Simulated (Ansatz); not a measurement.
The input, for Ansatz 0.2.0:

```yaml
crystal:
  periodic: [false, false, false]
  atoms:
    - {symbol: Mn, position_ang: [0.000000, 0.000000, 0.000000]}
    - {symbol: O, position_ang: [0.000000, 0.000000, 1.477800]}
basis:
  gaussian: {orbitals: def2-SVP}
total_charge: 1
magnetization: {spin_polarized: false}
correlation: {method: ccsdt_q_b, electrons: outside_noble_gas}
```

```sh
$ ansatz run in.yaml --threads 1 --pin off --events-out ev --progress --plain --max-ram 2393MiB
```

(1) Roughly how long does this take on 1 thread of Arm Neoverse V1, shared host, and how much host memory?

```
856 factors; integrals over basis functions are off by at most 2.1e-7 eV
mean field evaluation 1: about -33297.6846 eV, gradient 5.4e1 eV
mean field evaluation 2: about -33297.6875 eV, gradient 5.4e1 eV
mean field evaluation 4: about -33301.7911 eV, gradient 1.9e1 eV
mean field evaluation 8: about -33302.4707 eV, gradient 6.4e-1 eV
mean field evaluation 16: about -33302.7520 eV, gradient 2.4e0 eV
mean field evaluation 32: about -33302.4791 eV, gradient 2.5e-1 eV
mean field evaluation 64: about -33297.5462 eV, gradient 4.1e-2 eV
mean field evaluation 96: about -33295.2040 eV, gradient 2.2e1 eV
mean field evaluation 128: about -33302.3272 eV, gradient 5.1e0 eV
mean field evaluation 160: about -33301.8275 eV, gradient 1.5e0 eV
...
cycle  29  -12.93454527 eV  change    2.4e-5 eV  update   1.0e-5
cycle  30  -12.93454117 eV  change    4.1e-6 eV  update   7.6e-6
cycle  31  -12.93453746 eV  change    3.7e-6 eV  update   5.6e-6
cycle  32  -12.93453676 eV  change    7.0e-7 eV  update   4.3e-6
cycle  33  -12.93453910 eV  change   -2.3e-6 eV  update   3.4e-6
cycle  34  -12.93454599 eV  change   -6.9e-6 eV  update   2.7e-6
cycle  35  -12.93455038 eV  change   -4.4e-6 eV  update   2.0e-6
cycle  36  -12.93455324 eV  change   -2.9e-6 eV  update   1.0e-6
cycle  37  -12.93455498 eV  change   -1.7e-6 eV  update   7.7e-7
cycle  38  -12.93455467 eV  change    3.1e-7 eV  update   5.4e-7
perturbative correction 0.13065426 eV, 0.0048014555 hartree
Total energy: -33315.28330578 eV, -1224.3140795775 hartree
```

## Answers

(1) 28 s wall and 0.19 GiB.
